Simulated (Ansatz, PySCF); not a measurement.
This PySCF input computes a CCSD(T)/cc-pVDZ energy:

```python
from pyscf import gto, scf, mp, cc as ccmod

mol = gto.M(
    atom='''
    N    -0.00000000   -0.00000000   -0.61062678
    O     0.00000000    0.00000000    0.53429844
    ''',
    basis='cc-pvdz',
    charge=0,
    spin=1,
    symmetry='C2v',
    verbose=4,
)

mf = scf.UHF(mol)
mf.conv_tol = 1e-10
mf.max_cycle = 100
mf.kernel()
mp2 = mp.MP2(mf, frozen=2).run()
cc = ccmod.CCSD(mf, frozen=2)
cc.max_cycle = 100
cc.kernel()
et = cc.ccsd_t()
print(f'E(CCSD(T)) = {cc.e_tot + et:.9f}')
```

### Question
Write an input for the same energy in Ansatz (a first-principles code) and say what it gives.

### Answer

Ansatz 0.2 input:
```yaml
crystal:
  periodic: [false, false, false]
  atoms:
    - {symbol: N, position_ang: [-0.00000000, -0.00000000, -0.61062678]}
    - {symbol: O, position_ang: [0.00000000, 0.00000000, 0.53429844]}
basis:
  gaussian:
    orbitals: cc-pVDZ
magnetization: {spin_polarized: true, initial_magnetization: 1}
correlation: {method: ccsd_t, electrons: outside_noble_gas}
```
It gives -129.59758 Eh, and PySCF -129.59758 Eh, a difference of 0.00 mEh.
